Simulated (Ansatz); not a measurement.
Geometry optimisation, UKS PBE0/6-31G* in Ansatz 0.2.0.

The input (input.yaml):

```yaml
crystal:
  periodic: [false, false, false]
  atoms:
    - { symbol: H, position_ang: [-0.4008, -0.3993, -0.2199] }
    - { symbol: C, position_ang: [-0.0456, -0.3616, 1.1255] }
    - { symbol: C, position_ang: [0.93, 0.7657, 1.3262] }
    - { symbol: Si, position_ang: [-0.7952, -0.4007, -2.0527] }
    - { symbol: H, position_ang: [0.3788, -1.3389, 1.3207] }
    - { symbol: H, position_ang: [-0.98, -0.2238, 1.6571] }
    - { symbol: H, position_ang: [1.8078, 0.634, 0.6956] }
    - { symbol: H, position_ang: [1.2649, 0.8065, 2.3658] }
    - { symbol: H, position_ang: [0.4709, 1.7224, 1.0836] }
    - { symbol: H, position_ang: [-1.932, -1.2926, -2.2073] }
    - { symbol: H, position_ang: [0.402, -0.8933, -2.7117] }
    - { symbol: H, position_ang: [-1.1007, 0.9816, -2.383] }
magnetization:
  spin_polarized: true
  initial_magnetization: 1
basis:
  gaussian: { orbitals: "6-31G*" }
hamiltonian:
  xc: pbe0
relax:
  f_tol: 0.15
  max_steps: 25
  restrain:
    - { distance: [0, 3], at: 2.72, k: 30.0 }
    - { distance: [1, 0], at: 1.07, k: 30.0 }
output:
  orbitals: {}
```

Run as:

```bash
$ ansatz run input.yaml --threads 2 --pin off --max-ram 3072MiB --backend cpu --events-out ev --progress --plain --runs-dir out
```

Where does it end, and by what steps?

It converged. The restraints hold the end off the free minimum. After 6 steps the energy has fallen by 0.762 eV (the restraints' own energy left out); H1 moved furthest, 0.49 Å. Joined: H1–C2.

```tsv
step	energy less start (eV)	largest force component (eV/Å)	accepted
0	0.0000	1.836	yes
1	-0.3970	1.766	yes
2	-0.3346	3.622	yes
3	-0.6029	0.426	yes
4	-0.7499	0.357	yes
5	-0.7560	0.416	yes
6	-0.7616	0.467	yes
```

```xyz
12
Properties=species:S:1:pos:R:3
H -0.342 -0.461 0.264
C -0.010 -0.369 1.295
C 0.974 0.783 1.449
Si -0.892 -0.415 -2.404
H 0.443 -1.324 1.583
H -0.899 -0.223 1.919
H 1.858 0.639 0.818
H 1.320 0.880 2.484
H 0.517 1.738 1.164
H -2.056 -1.318 -2.626
H 0.308 -0.911 -3.136
H -1.220 0.980 -2.810
```

Whether the end is a true minimum wasn't checked by a vibrational analysis.

Run time: 26 s on 2 threads of Arm Neoverse N1 (shared host), peak memory 0.17 GiB.
